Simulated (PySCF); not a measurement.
Some computed properties have been withheld. Give your best values.

Species: C5H8N (doublet state).
SMILES: `CC[C](C)C#N`

Conformer (atom-mapped SMILES and torsion angles): `[CH3:1][CH2:2][C:3]([CH3:4])[C:5]#[N:6]`: C1–C2–C3–C4 80°.

```csv
property,level,value
point group of the GFN2-xTB geometry,GFN2-xTB,?
"rotational constants A, B, C of the GFN2-xTB geometry",GFN2-xTB,"5.125, 2.609, 1.954 GHz"
isotropic g value,"unrestricted B3LYP/pcH-1, mean-field spin–orbit",?
spin squared ⟨S²⟩,unrestricted B3LYP/pcH-1,?
largest isotropic hyperfine couplings (means over sets of like nuclei),unrestricted B3LYP/pcH-1,?
```

Gas-phase values; electronic properties from PySCF, density fitting. One conformer (not necessarily the lowest) at the GFN2-xTB geometry, without solvent or vibrations. GFN2-xTB frequencies show an imaginary mode (27i cm⁻¹), so this geometry is no minimum at that level. Hyperfine couplings depend on the geometry, which wasn't re-optimised at a DFT level. Couplings of like nuclei are plain means over topologically equivalent atoms, as if these changed places fast (by rotation of a methyl-like group, say); in this geometry the members of some sets differ.

Question: What is the spin squared ⟨S²⟩?

Answer: 0.764.

Question: What is the point group of the GFN2-xTB geometry?

Answer: C1.

Question: The largest isotropic hyperfine couplings (means over sets of like nuclei)?

Answer: 13C +72.6, 1H +60.1 (×3), 13C -59.2, 13C +52.3, 13C -28.3 MHz.

Question: The isotropic g value?

Answer: 2.00298.

The rotational constants make it an asymmetric top with κ = (2B − A − C)/(A − C) = -0.59, nearer the prolate limit (−1). With B = h/(8π²I), that is 505.379 GHz u Å² over I, the principal moments of inertia are 98.6, 193.7 and 258.7 u Å² (most abundant isotopes). g_iso is shifted by about +660 ppm from the free-electron value 2.002319.
